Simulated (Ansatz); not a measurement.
C5H4 can be A, `C=C=C1C=C1`, or B, `C#CC#CC`.

Calculated with Ansatz (gas phase, PBE0-D4/def2-TZVP geometries, no zero-point term in ΔE). CCSD(T)/CBS adds triple-zeta CCSD(T) − MP2 to the extrapolated MP2 energy (def2 sets, frozen cores). DFT in def2-TZVPP. B3LYP here is the variant with VWN-RPA as its local correlation; programs differ in this.

(1) Which isomer does CCSD(T)/CBS put lower? Give the gap. (Best estimate.)

(2) Give E(B) − E(A) in kJ/mol with PBE-D4, B2PLYP, LDA (SPW92), BLYP-D4, r2SCAN-D4, B3LYP, B3LYP-D4. (Estimate.)

(3) Does the order hold for the free energy at 298.15 K (harmonic terms from PBE0-D4)? (Best estimate.)

Largest T1 diagnostic: 0.013.

## Answers

(1) Computed: B, by 134.0 kJ/mol.

(2) Ansatz gave: PBE-D4 -105.4, B2PLYP -140.9, LDA (SPW92) -94.4, BLYP-D4 -128.9, r2SCAN-D4 -114.7, B3LYP -128.0, B3LYP-D4 -125.4. None reverses the order clearly.

(3) Computed: Yes: G(B) − G(A) = -131.7 kJ/mol.

At CCSD(T), def2-SVP lies +3.5 kJ/mol from the extrapolated value and def2-TZVPP −1.5 kJ/mol. From BLYP to BHLYP (50 % exact exchange), in def2-TZVPP and without D4, E(B) − E(A) moves by +5.0 kJ/mol.
